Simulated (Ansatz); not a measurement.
Zinc-blende HgS (metastable phase) was calculated with PBE+SOC in Ansatz (plane waves, PAW).

Settings: plane-wave cutoff 520 eV, 10×10×10 k mesh, Fermi–Dirac smearing 0.01 eV, PAW data made under PBE.

A third-order Birch–Murnaghan fit to the energies gives V0 = 26.568 Å³/atom, B0 = 51.9 GPa, B′ = 4.9.

```csv
V (Å³/atom),P (GPa)
24.969,3.75
25.500,?
26.032,?
26.563,0.01
27.094,-0.97
27.625,?
28.157,-2.61
```

**Question.** Estimate the withheld pressures from this fit; the answers are the runs' own values.

**Answer.** 
- 25.500, P (GPa): 2.36
- 26.032, P (GPa): 1.11
- 27.625, P (GPa): -1.84

The formula P = (3/2) B0 (x^(7/3) − x^(5/3)) [1 + (3/4)(B′ − 4)(x^(2/3) − 1)] with x = V0/V meets the computed pressures within 0.01 GPa when these rounded values are put in.

Measured, for comparison: equilibrium volume per atom 24.91 Å³/atom (295 K, not corrected to a static lattice; as tabulated in Cardona et al. (2009), arXiv:0908.2634). Computed (rounded) less measured: equilibrium volume per atom +6.7 %.

Ansatz is a first-principles code.
